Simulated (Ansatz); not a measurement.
This Ansatz (a program for electronic structure) input (PBE/def2-SVPD) gives -129.66857 Eh with 43 basis functions.

Ansatz 0.2 input:
```yaml
crystal:
  periodic: [false, false, false]
  atoms:
    - {symbol: N, position_ang: [-0.00000000, -0.00000000, -0.61062678]}
    - {symbol: O, position_ang: [0.00000000, 0.00000000, 0.53429844]}
basis:
  gaussian:
    orbitals: def2-SVPD
hamiltonian:
  xc: {name: PBE}
magnetization: {spin_polarized: true, initial_magnetization: 1}
```

Change:
```diff
- orbitals: def2-SVPD
+ orbitals: def2-TZVPD
```

Task: What does the run give now?

Result: -129.81657 Eh (PBE/def2-TZVPD, 77 functions), a change of -148.00 mEh.
